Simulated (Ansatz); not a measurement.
A (100) slab of Hf (Fm-3m (No. 225)), 5 planes, outer planes Hf (top) and Hf (bottom), with 5 atoms (Hf5) in a surface cell of A = 10.032 Å², as cut from the bulk:

```yaml
crystal:
  lattice:
    - [3.16735, 0.00000, 0.00000]
    - [0.00000, 3.16735, 0.00000]
    - [0.00000, 0.00000, 23.95861]
  atoms:
    - { symbol: Hf, position: [0.50000, 0.50000, 0.31304] }
    - { symbol: Hf, position: [0.00000, 0.00000, 0.40652] }
    - { symbol: Hf, position: [0.50000, 0.50000, 0.50000] }
    - { symbol: Hf, position: [0.00000, 0.00000, 0.59348] }
    - { symbol: Hf, position: [0.50000, 0.50000, 0.68696] }
```

These are results of DFT r2SCAN, scalar-relativistic, plane waves, PAW in Ansatz, not measurements. Cutoff 500 eV; k points 11×11×1 on the computed 5-atom cell (Γ-centred); Gaussian smearing, width 0.10 eV; no spin polarisation. The cell repeats along c with a dipole correction in the vacuum.

Against the same 5 atoms in the bulk, the slab as cut lies 2.372 eV higher and the relaxed slab 2.136 eV higher.

Question: Work out the surface energy before and after relaxation.

Answer: The slab has two faces, so γ = (E_slab − N·E_bulk)/(2A), the mean of both. As cut: 2.372/(2 × 10.032) = 0.1182 eV/Å², and 1 eV/Å² = 16.02 J/m², so γ = 1.89 J/m². Relaxed: 2.136/(2 × 10.032) = 0.1065 eV/Å² = 1.71 J/m². Relaxation recovers 10 % of the cost of cutting.

Question: A cut through this plane breaks about 4 nearest-neighbour bonds a surface cell. What does each broken bond cost, before relaxation?

Answer: One cut makes two faces and costs 2γA = 2.372 eV, shared by 4 bonds: 0.59 eV a bond. In a metal this is less than the cohesive energy a bond, since the bonds that remain at the surface strengthen.

Question: What is the ideal work of this cut, per area?

Answer: Griffith's ideal work is 2γ: 3.79 J/m² if the new faces stay rigid, 3.41 J/m² if they relax. One thickness was run, 5 planes, so γ can still shift with it.

The reference crystal is the fcc form of Hf, which isn't its usual structure.